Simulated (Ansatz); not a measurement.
[B(OMe)H3]- (CH6BO⁻). Total charge -1; singlet. Geometry PBE-D4/def2-TZVPD; atoms count from 1.

| atom | x (Å) | y (Å) | z (Å) |
| --- | --- | --- | --- |
| B1 | -0.498 | 0.894 | -0.649 |
| O2 | -0.302 | 0.334 | 0.737 |
| C3 | 0.445 | -0.831 | 0.753 |
| H4 | -0.023 | -1.651 | 0.151 |
| H5 | 0.557 | -1.199 | 1.795 |
| H6 | 1.472 | -0.690 | 0.331 |
| H7 | 0.613 | 1.152 | -1.179 |
| H8 | -1.173 | 1.930 | -0.559 |
| H9 | -1.089 | 0.060 | -1.381 |

Question: Estimate the Mulliken populations from the PBE0/def2-TZVPD orbitals of Ansatz.

Answer: 
```tsv
atom	charge (e)
B1	-0.13
O2	-0.57
C3	-0.46
H4	0.16
H5	0.15
H6	0.16
H7	-0.11
H8	-0.11
H9	-0.11
```
Mulliken values and Mayer orders depend strongly on the basis. With diffuse functions, as here, like atoms can get unlike values, and bond orders can come out too low or too high.

Question: And the Mayer bond orders between bonded heavy atoms (over 0.3)?

Answer: B1–O2 0.81 (1.51 Å); O2–C3 0.96 (1.38 Å).
